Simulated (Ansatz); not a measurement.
# SiH2 (triplet): from Hartree-Fock to the top rungs, 6-31G*

How much of the correlation energy of SiH2 (triplet) does each wave-function method recover here?

The runs use Ansatz 0.2.0, Gaussian basis; 6-31G*, core rule «outside noble gas», up to 5 orbitals frozen.

To be run: UHF; CCSD(T) on ROHF; CCSD(T) on UHF; BCCD(T) on ROHF; CISD; CCSDT(Q) on ROHF; CCSDT(Q) on UHF; CISDTQ; CCSDTQ on ROHF; CCSDTQ on UHF; CASSCF and MRCISD+Q, 6 electrons in 6 orbitals; CASSCF and NEVPT4(SD), 6 electrons in 6 orbitals; CASSCF and NEVPT2, 6 electrons in 6 orbitals; Full CI.

56 further runs of the same task are left out: 56 set aside as unsound or not needed.

### Step 1. The geometry

The geometry is an MP2(full)/6-31G* stationary point (not a proven minimum).

3 atoms, charge 0, spin multiplicity 3.

Atoms are counted from 1 here; the program's logs count them from 0.

Bond lengths: Si1–H2 1.481 Å, Si1–H3 1.481 Å. Angles: H2–Si1–H3 118.3°.

### Step 2. UHF

The input, in.yaml:

```yaml
crystal:
  periodic: [false, false, false]
  atoms:
    - {symbol: Si, position_ang: [0.000000, 0.000000, 0.050827]}
    - {symbol: H, position_ang: [0.000000, 1.271862, -0.708125]}
    - {symbol: H, position_ang: [0.000000, -1.271862, -0.708125]}
basis:
  gaussian: {orbitals: "6-31G*"}
magnetization: {spin_polarized: true, initial_magnetization: 2}
hamiltonian: {xc: hf}
output: {orbitals: {seedname: orbitals}}
```

Run with:

```sh
$ ansatz run in.yaml --threads 1 --pin off --events-out ev --progress --plain --max-ram 4352MiB --backend cpu
```

The runs that follow: CCSD(T) on ROHF; CCSD(T) on UHF; BCCD(T) on ROHF; CISD; CCSDT(Q) on ROHF; CCSDT(Q) on UHF; CISDTQ; CCSDTQ on ROHF; CCSDTQ on UHF; CASSCF and MRCISD+Q, 6 electrons in 6 orbitals; CASSCF and NEVPT4(SD), 6 electrons in 6 orbitals; CASSCF and NEVPT2, 6 electrons in 6 orbitals; Full CI.

Q: Predict the results of all the runs planned. Wanted: FCI below the RHF energy; RMP2 from FCI; UMP2 from FCI; RCCSD from FCI; RCCSD(T) from FCI; UCCSD(T) from FCI; RCCSDT(Q) from FCI; UCCSDT(Q) from FCI; NEVPT2 valence from FCI.

As calculated:

| quantity | value |
| --- | --- |
| FCI below the RHF energy | -2.0847 eV |
| RMP2 from FCI | +55.1 kJ/mol |
| UMP2 from FCI | +54.6 kJ/mol |
| RCCSD from FCI | +5.4 kJ/mol |
| RCCSD(T) from FCI | +1.4 kJ/mol |
| UCCSD(T) from FCI | +1.4 kJ/mol |
| RCCSDT(Q) from FCI | 0.0 kJ/mol |
| UCCSDT(Q) from FCI | 0.0 kJ/mol |
| NEVPT2 valence from FCI | +37.5 kJ/mol |
| NEVPT4(SD) valence from FCI | +7.3 kJ/mol |
| MRCISD+Q valence from FCI | +2.3 kJ/mol |
| levels within 1 kcal/mol (43 meV) | RCCSD(T), UCCSD(T), BCCD(T), RCCSDT, UCCSDT, CISDTQ, RCCSDT(Q), UCCSDT(Q), RCCSDTQ, UCCSDTQ, MRCISD+Q valence |
| T1 diagnostic | 0.020 |
| effectively unpaired electrons | 2.02 |

**Reading.** RCCSD(T) lands +1.4 kJ/mol from the yardstick (0.7 % of the correlation energy). One determinant dominates. Of the multireference levels listed MRCISD+Q valence comes nearest in total energy (+2.3 kJ/mol), which doesn't show that its space is the better one. These misses are within one basis, not against nature; the frozen cores of restricted and unrestricted runs differ, which can shift their rows.
